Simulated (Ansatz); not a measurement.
This geometry of CH₆NSi (9 atoms, charge 0, multiplicity 2) is a first-order saddle point.

Level of theory: Ansatz 0.2.0, UKS revPBE-D4/6-31G*.

```xyz
9
Properties=species:S:1:pos:R:3
C -0.785 0.539 -1.023
Si 0.694 0.422 0.160
N 0.322 -0.657 1.508
H -1.054 -0.464 -1.407
H -0.548 1.183 -1.888
H -1.668 0.951 -0.508
H 1.923 0.024 -0.640
H 0.497 -1.657 1.366
H 0.707 -0.387 2.415
```

(1) Which two structures does it join? (They come from a converged band through this point; their orientation in space is the band's.)

(2) How far does it lie above each of them?

## Answers

(1) No bond is made or broken. The dihedral C1–Si2–N3–H8 goes from 167 to -62°. The two ends are copies of one structure, up to a mirror image or an exchange of like atoms.

First end point:

```xyz
9
Properties=species:S:1:pos:R:3
C -0.687 0.825 -0.854
Si 0.863 0.210 0.072
N 0.347 -1.045 1.212
H -1.197 -0.021 -1.348
H -0.407 1.566 -1.623
H -1.402 1.309 -0.166
H 1.787 -0.513 -0.886
H 1.088 -1.615 1.626
H -0.303 -0.762 1.951
```

Last end point:

```xyz
9
Properties=species:S:1:pos:R:3
C -0.684 0.824 -0.853
Si 0.866 0.212 0.075
N 0.345 -1.045 1.208
H -1.194 -0.025 -1.344
H -0.406 1.562 -1.625
H -1.399 1.310 -0.167
H 1.796 -0.503 -0.882
H -0.318 -0.767 1.936
H 1.082 -1.614 1.635
```

(2) 17.5 kJ/mol above the first and 17.5 kJ/mol above the second. This is the barrier of this one path; another mechanism may lie lower.

The run took 3.5 min on 1 thread of Intel(R) Xeon(R) 6975P-C (Granite Rapids), with other jobs on the host, peak memory 0.23 GiB.
